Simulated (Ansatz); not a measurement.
Born–Oppenheimer molecular dynamics of C$_{4}$H$_{12}$N$_{2}$ (18 atoms, charge 0, multiplicity 1). It goes on from the last frame of an earlier run, with new velocities.

Theory: Ansatz 0.2.0, RKS PBE0/STO-3G.

| Quantity | Value |
| --- | --- |
| ensemble | NVT, Nosé–Hoover chain |
| time step | 1 fs |
| steps asked | 231 |
| set temperature | 700 K |
| thermostat | time constant 20 fs, chain length 1 |
| seed | 605403 |

Frames 1 fs apart, positions in Å, forces in eV/Å.

Velocities at 120 fs (Å/ps):

```
C -0.71 -8.73 -3.15
C -4.21 3.13 -3.81
N 3.95 -2.29 1.70
C 2.38 5.07 2.52
C 0.69 0.97 -2.60
N -2.26 1.95 5.62
H 16.40 11.72 30.46
H -8.96 -43.67 -53.54
H -12.20 10.41 14.11
H 18.42 -13.54 -24.77
H 17.23 8.26 22.41
H -27.91 -10.44 9.63
H -23.29 11.55 -20.29
H -1.85 -23.46 -18.50
H -11.49 26.07 24.26
H 24.72 -0.15 -20.10
H 1.12 9.24 25.97
H 6.37 13.70 -7.37
```

```xyz
18
Properties=species:S:1:pos:R:3:forces:R:3 time_fs=120 energy_less_start_eV=0.681 T=456
C -0.509 -0.549 -1.898 -0.27 -0.73 -1.13
C 0.827 -0.331 -1.123 -1.71 1.43 0.49
N 0.688 0.122 0.333 -0.53 0.55 -1.24
C 0.653 -1.054 1.227 -0.02 -2.79 -5.15
C -0.598 0.848 0.501 0.10 1.78 2.71
N -0.453 1.565 1.830 -0.62 -0.55 0.93
H -1.134 0.366 -1.808 0.16 -0.76 -0.14
H -1.022 -1.433 -1.424 0.10 0.91 -0.86
H -0.349 -0.722 -3.039 -0.08 0.06 2.40
H 1.348 -1.265 -1.064 1.31 -0.70 -0.61
H 1.327 0.517 -1.600 0.87 -0.29 -0.46
H -0.144 -1.763 0.964 -1.34 0.42 0.62
H 0.665 -0.836 2.227 0.29 0.85 3.53
H 1.447 -1.691 0.831 1.42 0.19 1.18
H -0.885 1.548 -0.300 0.65 0.08 -0.46
H -1.467 0.193 0.671 -0.31 -0.51 -0.39
H 0.506 1.858 2.120 0.22 -0.17 -1.05
H -1.050 2.409 1.903 -0.26 0.25 -0.39
18
Properties=species:S:1:pos:R:3:forces:R:3 time_fs=121 energy_less_start_eV=0.649 T=468
C -0.510 -0.558 -1.902 -0.60 -0.30 -0.27
C 0.822 -0.327 -1.127 -0.59 0.07 0.59
N 0.691 0.120 0.334 -0.56 0.65 -1.51
C 0.655 -1.050 1.227 -0.52 -4.07 -5.62
C -0.597 0.849 0.500 0.81 2.31 2.73
N -0.455 1.566 1.836 -0.50 -0.34 1.11
H -1.117 0.374 -1.778 0.06 -1.15 -0.29
H -1.031 -1.472 -1.482 0.28 1.27 -0.55
H -0.361 -0.712 -3.013 0.17 0.07 1.33
H 1.372 -1.282 -1.091 0.59 0.46 -0.48
H 1.349 0.524 -1.580 0.53 -0.38 -0.57
H -0.178 -1.771 0.977 -0.37 1.11 0.73
H 0.643 -0.821 2.224 0.41 0.86 3.66
H 1.452 -1.713 0.818 0.76 0.70 1.54
H -0.893 1.575 -0.278 0.73 -0.07 -0.56
H -1.443 0.190 0.649 -0.93 -0.88 -0.18
H 0.508 1.866 2.141 -0.14 -0.37 -1.24
H -1.045 2.424 1.894 -0.13 0.05 -0.42
18
Properties=species:S:1:pos:R:3:forces:R:3 time_fs=122 energy_less_start_eV=0.552 T=508
C -0.511 -0.568 -1.905 -0.70 0.19 1.10
C 0.817 -0.324 -1.130 0.59 -0.98 0.51
N 0.695 0.118 0.335 -0.57 0.71 -1.71
C 0.657 -1.050 1.223 -0.97 -4.21 -3.41
C -0.595 0.853 0.500 1.07 2.48 2.63
N -0.458 1.568 1.843 -0.62 -0.16 1.15
H -1.099 0.371 -1.751 -0.19 -1.24 -0.41
H -1.036 -1.499 -1.544 0.31 1.30 -0.09
H -0.372 -0.700 -2.975 0.50 0.04 -0.45
H 1.403 -1.295 -1.124 -0.12 1.39 -0.26
H 1.375 0.527 -1.565 0.09 -0.52 -0.61
H -0.216 -1.769 0.996 0.40 1.46 0.67
H 0.625 -0.797 2.255 0.54 0.36 1.52
H 1.464 -1.729 0.820 0.24 0.98 1.66
H -0.895 1.601 -0.261 0.79 -0.28 -0.54
H -1.429 0.179 0.625 -1.12 -0.89 -0.05
H 0.509 1.871 2.150 -0.29 -0.46 -1.31
H -1.041 2.439 1.881 0.04 -0.19 -0.41
18
Properties=species:S:1:pos:R:3:forces:R:3 time_fs=123 energy_less_start_eV=0.554 T=510
C -0.513 -0.577 -1.908 -0.50 0.63 2.47
C 0.812 -0.321 -1.133 1.53 -1.52 0.33
N 0.698 0.117 0.334 -0.53 0.72 -1.80
C 0.659 -1.052 1.216 -1.38 -3.52 -0.56
C -0.593 0.858 0.503 0.80 2.11 2.47
N -0.461 1.569 1.850 -0.93 -0.11 1.01
H -1.083 0.356 -1.728 -0.57 -1.02 -0.46
H -1.039 -1.514 -1.608 0.18 0.98 0.44
H -0.379 -0.688 -2.941 0.83 0.05 -2.36
H 1.432 -1.294 -1.158 -0.62 1.81 0.02
H 1.403 0.525 -1.557 -0.36 -0.62 -0.62
H -0.250 -1.753 1.022 0.87 1.44 0.47
H 0.612 -0.770 2.301 0.69 -0.25 -0.89
H 1.478 -1.735 0.838 -0.06 0.99 1.54
H -0.889 1.623 -0.250 0.82 -0.47 -0.48
H -1.425 0.160 0.601 -0.79 -0.43 0.01
H 0.507 1.872 2.146 -0.17 -0.41 -1.24
H -1.037 2.452 1.864 0.19 -0.36 -0.35
18
Properties=species:S:1:pos:R:3:forces:R:3 time_fs=124 energy_less_start_eV=0.580 T=502
C -0.515 -0.585 -1.909 0.07 0.84 2.64
C 0.808 -0.319 -1.135 2.07 -1.60 0.15
N 0.700 0.116 0.332 -0.46 0.68 -1.75
C 0.659 -1.058 1.209 -1.62 -2.37 1.64
C -0.590 0.865 0.508 0.26 1.33 2.23
N -0.465 1.571 1.858 -1.31 -0.24 0.74
H -1.073 0.332 -1.710 -1.03 -0.51 -0.43
H -1.040 -1.519 -1.667 -0.06 0.38 0.93
H -0.377 -0.676 -2.930 0.98 0.20 -3.13
H 1.455 -1.276 -1.192 -0.83 1.69 0.30
H 1.427 0.517 -1.554 -0.76 -0.58 -0.62
H -0.275 -1.723 1.053 1.02 1.11 0.18
H 0.606 -0.745 2.339 0.78 -0.69 -2.44
H 1.492 -1.732 0.870 -0.14 0.74 1.22
H -0.875 1.642 -0.243 0.79 -0.60 -0.41
H -1.429 0.136 0.577 -0.18 0.29 0.05
H 0.504 1.868 2.131 0.15 -0.27 -1.04
H -1.031 2.462 1.843 0.25 -0.39 -0.25
18
Properties=species:S:1:pos:R:3:forces:R:3 time_fs=125 energy_less_start_eV=0.497 T=541
C -0.517 -0.593 -1.908 0.92 0.84 1.08
C 0.806 -0.319 -1.137 2.09 -1.28 0.04
N 0.703 0.116 0.328 -0.36 0.58 -1.57
C 0.657 -1.065 1.203 -1.59 -0.93 2.98
C -0.587 0.874 0.515 -0.20 0.43 1.85
N -0.470 1.572 1.867 -1.57 -0.50 0.44
H -1.072 0.302 -1.695 -1.44 0.11 -0.34
H -1.042 -1.521 -1.718 -0.28 -0.27 1.26
H -0.366 -0.662 -2.948 0.82 0.42 -2.08
H 1.470 -1.241 -1.224 -0.73 1.05 0.54
H 1.443 0.504 -1.557 -1.02 -0.37 -0.63
H -0.291 -1.683 1.085 0.81 0.50 -0.13
H 0.608 -0.727 2.353 0.79 -0.88 -3.05
H 1.505 -1.722 0.914 -0.04 0.31 0.79
H -0.853 1.655 -0.240 0.71 -0.65 -0.36
H -1.435 0.115 0.554 0.37 0.98 0.13
H 0.501 1.862 2.105 0.50 -0.09 -0.81
H -1.022 2.469 1.820 0.22 -0.26 -0.13
18
Properties=species:S:1:pos:R:3:forces:R:3 time_fs=126 energy_less_start_eV=0.365 T=603
C -0.519 -0.601 -1.906 1.62 0.80 -1.10
C 0.806 -0.319 -1.140 1.54 -0.60 0.04
N 0.705 0.116 0.324 -0.22 0.43 -1.28
C 0.655 -1.073 1.200 -1.20 0.54 3.46
C -0.584 0.882 0.523 -0.43 -0.38 1.33
N -0.476 1.573 1.876 -1.49 -0.77 0.24
H -1.086 0.274 -1.684 -1.62 0.52 -0.28
H -1.046 -1.525 -1.756 -0.33 -0.69 1.35
H -0.347 -0.644 -2.987 0.43 0.54 -0.16
H 1.478 -1.197 -1.251 -0.30 0.00 0.69
H 1.450 0.487 -1.566 -1.13 0.01 -0.67
H -0.299 -1.637 1.116 0.27 -0.28 -0.42
H 0.617 -0.717 2.339 0.71 -0.83 -2.85
H 1.517 -1.709 0.966 0.10 -0.16 0.35
H -0.825 1.661 -0.240 0.59 -0.59 -0.32
H -1.437 0.104 0.532 0.68 1.44 0.24
H 0.504 1.855 2.072 0.64 0.05 -0.60
H -1.012 2.473 1.796 0.13 -0.01 -0.03
18
Properties=species:S:1:pos:R:3:forces:R:3 time_fs=127 energy_less_start_eV=0.281 T=645
C -0.519 -0.607 -1.905 1.71 0.86 -2.67
C 0.807 -0.320 -1.142 0.56 0.23 0.15
N 0.707 0.117 0.318 -0.06 0.25 -0.92
C 0.651 -1.081 1.199 -0.47 1.61 2.97
C -0.582 0.891 0.532 -0.38 -0.96 0.70
N -0.483 1.573 1.885 -1.00 -0.91 0.15
H -1.114 0.250 -1.676 -1.40 0.48 -0.30
H -1.054 -1.536 -1.782 -0.11 -0.67 1.25
H -0.324 -0.620 -3.027 0.01 0.47 1.44
H 1.484 -1.152 -1.270 0.34 -1.23 0.74
H 1.446 0.470 -1.581 -1.08 0.48 -0.71
H -0.305 -1.595 1.143 -0.39 -1.05 -0.64
H 0.632 -0.715 2.296 0.56 -0.49 -1.83
H 1.531 -1.697 1.022 0.12 -0.52 -0.05
H -0.790 1.662 -0.244 0.44 -0.47 -0.27
H -1.433 0.106 0.512 0.68 1.57 0.36
H 0.513 1.849 2.033 0.42 0.10 -0.43
H -1.000 2.476 1.772 0.04 0.24 0.05
18
Properties=species:S:1:pos:R:3:forces:R:3 time_fs=128 energy_less_start_eV=0.280 T=648
C -0.518 -0.613 -1.906 1.13 0.98 -3.29
C 0.808 -0.321 -1.144 -0.37 0.83 0.25
N 0.708 0.118 0.312 0.08 0.03 -0.51
C 0.648 -1.088 1.200 0.29 1.85 1.38
C -0.579 0.898 0.542 -0.06 -1.21 0.01
N -0.490 1.573 1.894 -0.23 -0.79 0.10
H -1.157 0.231 -1.670 -0.78 0.03 -0.41
H -1.062 -1.553 -1.796 0.30 -0.30 1.03
H -0.300 -0.592 -3.053 -0.32 0.28 2.31
H 1.492 -1.119 -1.283 0.84 -2.11 0.73
H 1.432 0.458 -1.604 -0.95 0.91 -0.71
H -0.315 -1.562 1.164 -0.80 -1.55 -0.74
H 0.654 -0.718 2.237 0.37 0.22 0.12
H 1.545 -1.690 1.077 -0.09 -0.68 -0.41
H -0.752 1.659 -0.250 0.29 -0.31 -0.20
H -1.422 0.123 0.495 0.38 1.36 0.44
H 0.526 1.843 1.990 -0.07 0.09 -0.24
H -0.988 2.483 1.748 -0.01 0.37 0.13
18
Properties=species:S:1:pos:R:3:forces:R:3 time_fs=129 energy_less_start_eV=0.358 T=615
C -0.515 -0.618 -1.909 0.19 1.05 -3.08
C 0.809 -0.321 -1.146 -0.70 0.85 0.18
N 0.710 0.118 0.306 0.18 -0.22 -0.09
C 0.644 -1.093 1.203 0.63 1.24 -0.90
C -0.577 0.905 0.551 0.49 -1.10 -0.69
N -0.498 1.572 1.904 0.54 -0.42 -0.02
H -1.206 0.213 -1.668 0.02 -0.50 -0.53
H -1.068 -1.573 -1.799 0.75 0.18 0.76
H -0.280 -0.562 -3.057 -0.53 0.04 2.44
H 1.509 -1.107 -1.289 0.77 -2.12 0.74
H 1.408 0.454 -1.633 -0.80 1.10 -0.60
H -0.332 -1.544 1.178 -0.63 -1.63 -0.71
H 0.678 -0.718 2.178 0.18 1.21 2.61
H 1.559 -1.690 1.128 -0.44 -0.68 -0.73
H -0.711 1.652 -0.258 0.14 -0.15 -0.09
H -1.408 0.154 0.482 -0.20 0.82 0.46
H 0.538 1.838 1.944 -0.60 0.04 0.02
H -0.975 2.492 1.725 0.02 0.30 0.22
18
Properties=species:S:1:pos:R:3:forces:R:3 time_fs=130 energy_less_start_eV=0.420 T=592
C -0.513 -0.623 -1.916 -0.75 0.97 -2.17
C 0.810 -0.321 -1.148 -0.34 0.41 -0.12
N 0.712 0.119 0.299 0.20 -0.47 0.33
C 0.641 -1.097 1.205 0.48 0.52 -2.26
C -0.575 0.911 0.560 1.19 -0.73 -1.33
N -0.505 1.570 1.913 1.12 0.13 -0.27
H -1.256 0.189 -1.672 0.73 -0.84 -0.56
H -1.066 -1.592 -1.796 1.08 0.55 0.47
H -0.264 -0.530 -3.038 -0.58 -0.18 1.85
H 1.533 -1.114 -1.288 0.12 -1.31 0.77
H 1.377 0.461 -1.668 -0.69 0.96 -0.33
H -0.355 -1.541 1.185 0.05 -1.35 -0.57
H 0.705 -0.708 2.144 0.00 1.83 4.06
H 1.568 -1.696 1.172 -0.78 -0.60 -1.02
H -0.668 1.644 -0.267 -0.01 -0.01 0.07
H -1.395 0.192 0.474 -0.96 0.07 0.39
H 0.544 1.834 1.899 -0.93 0.02 0.36
H -0.963 2.505 1.704 0.07 0.04 0.34
18
Properties=species:S:1:pos:R:3:forces:R:3 time_fs=131 energy_less_start_eV=0.381 T=608
C -0.512 -0.626 -1.923 -1.45 0.71 -0.62
C 0.810 -0.320 -1.150 0.25 -0.03 -0.54
N 0.715 0.119 0.293 0.14 -0.72 0.71
C 0.638 -1.100 1.205 0.25 0.65 -1.28
C -0.571 0.916 0.569 1.74 -0.38 -1.86
N -0.512 1.569 1.922 1.43 0.67 -0.61
H -1.299 0.158 -1.681 1.19 -0.87 -0.49
H -1.054 -1.605 -1.788 1.22 0.67 0.18
H -0.254 -0.501 -3.001 -0.44 -0.33 0.53
H 1.559 -1.135 -1.279 -0.68 -0.23 0.73
H 1.339 0.477 -1.706 -0.58 0.55 0.09
H -0.378 -1.552 1.186 0.82 -0.90 -0.38
H 0.732 -0.679 2.149 -0.32 1.38 3.06
H 1.570 -1.708 1.207 -0.99 -0.49 -1.23
H -0.625 1.636 -0.275 -0.16 0.12 0.23
H -1.391 0.231 0.470 -1.58 -0.59 0.27
H 0.542 1.830 1.857 -0.94 0.05 0.73
H -0.950 2.518 1.687 0.09 -0.26 0.48
```

Of the whole run (231 fs, mean temperature of the second half 690 K): The conserved energy stayed within 3.6 meV per atom of its start (net change 1.7 meV per atom), so there is no drift, though single steps change it by up to 28 meV in the whole system, a sign of fast motions only just resolved. A run of 0.23 ps of so small a system gives no equilibrium averages. Limits of this set-up: minimal basis.

Time of the run: 10 min on 1 thread of Arm Neoverse V2 (shared host), peak memory 0.096 GiB.
